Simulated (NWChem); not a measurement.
# Ionisation of CH₃O

```
C
O 1 1.3547
H 1 1.1119 2 114.49
H 1 1.1123 3 110.68 2 -130.69
H 1 1.1191 3 105.72 4 -113.45
```
Charge 0, spin multiplicity 2.

All runs are NWChem calculations. All single points use one geometry, from UB3LYP/def2-SVP, a minimum by its harmonic frequencies.

Basis set: def2-TZVPD. −ε marks an orbital energy of the parent.

B3LYP has NWChem's definition, with VWN1-RPA local correlation. The structure started from a generated list of species. The stability of the SCF solutions was not checked. Open-shell Hartree-Fock references start from PBE0 orbitals.

Q: One of these methods gave a first vertical ionisation energy of 7.57 eV. Which?
A) G0W0@HF
B) −ε(beta HOMO) of BHandHLYP
C) −ε(beta HOMO) of B3LYP
D) −ε(beta HOMO) of PBE

A: C, −ε(beta HOMO) of B3LYP. The others give 9.53 (−ε(beta HOMO) of BHandHLYP), 6.05 (−ε(beta HOMO) of PBE), 11.43 (G0W0@HF).
